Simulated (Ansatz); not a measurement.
# C2H7NS: how energies converge with the basis set

One table from this session's results is given with a row withheld; the runs are named, their logs left out.

The runs use Ansatz 0.2.0, Gaussian basis; one geometry, several basis sets.

Levels to be run: PBE0-D4/def2-SVP; ωB97M-V/def2-SVP; PBE0-D4/def2-QZVPP; ωB97M-V/def2-QZVPP; the functionals' def2-TZVPP values are taken from earlier runs.

## The relaxed structure

All runs share one geometry, relaxed beforehand with PBE0-D4 in a triple-zeta def2 set.

SMILES `NCCS`, 11 atoms, charge 0, spin multiplicity 1.

Atoms are counted from 1 here; the program's logs count them from 0.

Bond lengths: N1–C2 1.448 Å, N1–H5 1.014 Å, N1–H6 1.011 Å, C2–C3 1.515 Å, C2–H7 1.096 Å, C2–H8 1.103 Å, C3–S4 1.815 Å, C3–H9 1.092 Å, C3–H10 1.091 Å, S4–H11 1.344 Å. Angles: C2–N1–H5 109.4°, C2–N1–H6 111.0°, H5–N1–H6 107.6°, N1–C2–C3 110.5°, N1–C2–H7 108.5°, N1–C2–H8 114.3°, C3–C2–H7 107.9°, C3–C2–H8 108.6°, H7–C2–H8 106.8°, C2–C3–S4 113.8°, C2–C3–H9 109.7°, C2–C3–H10 111.2°, S4–C3–H9 104.5°, S4–C3–H10 109.2°, H9–C3–H10 108.1°, C3–S4–H11 96.7°.

The first run:

The input, in.yaml:

```yaml
crystal:
  periodic: [false, false, false]
  atoms:
    - {symbol: N, position_ang: [-0.363375, 1.375419, -0.570242]}
    - {symbol: C, position_ang: [-0.262350, 0.451221, 0.540419]}
    - {symbol: C, position_ang: [0.828187, -0.568834, 0.284420]}
    - {symbol: S, position_ang: [0.522346, -1.620735, -1.162266]}
    - {symbol: H, position_ang: [-0.576830, 0.860507, -1.417557]}
    - {symbol: H, position_ang: [-1.108866, 2.042288, -0.420810]}
    - {symbol: H, position_ang: [0.008169, 1.015795, 1.439943]}
    - {symbol: H, position_ang: [-1.198097, -0.085125, 0.771136]}
    - {symbol: H, position_ang: [1.765118, -0.055630, 0.056000]}
    - {symbol: H, position_ang: [0.990890, -1.199778, 1.159221]}
    - {symbol: H, position_ang: [-0.539892, -2.271929, -0.659664]}
basis:
  gaussian: {orbitals: def2-SVP}
hamiltonian: {xc: pbe0, dispersion: d4}
output: {orbitals: {seedname: orbitals}}
```

On the command line:

```sh
> ansatz run in.yaml --threads 2 --pin off --events-out ev --progress --plain --max-ram 4352MiB
```

Steps of the session up to this table: PBE0-D4 in def2-SVP; ωB97M-V in def2-SVP; PBE0-D4 in def2-QZVPP; ωB97M-V in def2-QZVPP.

One of the session's tables, all rows but one given; the rest of the session is left out.

It belongs to the step «Density functionals: the series». 

| functional | basis | HOMO (eV) | LUMO (eV) |
| --- | --- | --- | --- |
| PBE0-D4 | def2-SVP | ? | ? |
| PBE0-D4 | def2-TZVPP | -6.77 | 0.52 |
| PBE0-D4 | def2-QZVPP | -6.82 | 0.27 |
| ωB97M-V | def2-SVP | -8.85 | 2.97 |
| ωB97M-V | def2-TZVPP | -9.07 | 2.23 |
| ωB97M-V | def2-QZVPP | -9.12 | 1.69 |

**Question.** Estimate the row for PBE0-D4, def2-SVP.

As computed: HOMO (eV): -6.53; LUMO (eV): 1.07. In the column «HOMO (eV)» it is the highest.
